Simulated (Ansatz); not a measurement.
Relaxation of CH₅AlO (8 atoms, charge 0, multiplicity 1), to a largest force component of 0.02 eV/Å in at most 40 steps.

Method: RKS CAM-B3LYP/STO-3G (Ansatz 0.2.0).

```xyz
8
Properties=species:S:1:pos:R:3
Al 0.000 0.000 0.000
O 0.000 0.000 1.780
H -0.909 -0.281 2.117
C 1.706 0.000 -0.985
H 2.036 -1.046 -1.155
H 1.569 0.508 -1.962
H 2.476 0.538 -0.393
H -1.351 0.000 -0.780
```

Question: Where does it end, and by what steps?

Answer: The forces met the threshold. The force dipped under the threshold on the way, but the program's further checks kept it going. Limits of this set-up: minimal basis. After 16 steps the energy has fallen by 0.319 eV; H8 moved furthest, 0.38 Å.

```csv
step,energy less start (eV),largest force component (eV/Å),accepted
0,0.0000,2.429,yes
1,-0.2120,2.304,yes
2,-0.2960,0.802,yes
3,-0.3095,0.333,yes
4,-0.3135,0.202,yes
5,-0.3152,0.116,yes
6,-0.3172,0.017,yes
7,-0.3175,0.022,yes
8,-0.3177,0.109,yes
9,-0.3180,0.058,yes
10,-0.3185,0.005,yes
11,-0.3188,0.029,yes
12,-0.3187,0.081,no
13,-0.3190,0.020,yes
14,-0.3191,0.038,yes
15,-0.3192,0.026,yes
16,-0.3192,0.001,yes
```

```xyz
8
Properties=species:S:1:pos:R:3
Al -0.007 -0.108 -0.017
O 0.058 0.099 1.658
H -0.892 0.014 2.010
C 1.655 0.002 -0.935
H 1.910 -0.942 -1.428
H 1.637 0.765 -1.721
H 2.486 0.249 -0.267
H -1.321 -0.361 -0.678
```

The run took 30 s on 1 thread of Intel(R) Xeon(R) Platinum 8259CL CPU @ 2.50GHz (Skylake/Cascade Lake), with other jobs on the host, peak memory 0.13 GiB.
